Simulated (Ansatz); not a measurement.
Species: C₃H₆O, SMILES `C(C)C=O` (C–C–C–O torsion 124°) (charge 0, multiplicity 1), formula C₃H₆O.

Problem. How many basis functions does frozen-core CCSD(T)/def2-TZVPP // B3LYP-D3(BJ)/def2-TZVP run with Ansatz (an electronic-structure program) use, how many core orbitals are frozen, and how many electrons are correlated?

Solution. 208 basis functions and 4 frozen orbitals, which leaves 24 correlated electrons. Core time is of the order of minutes.
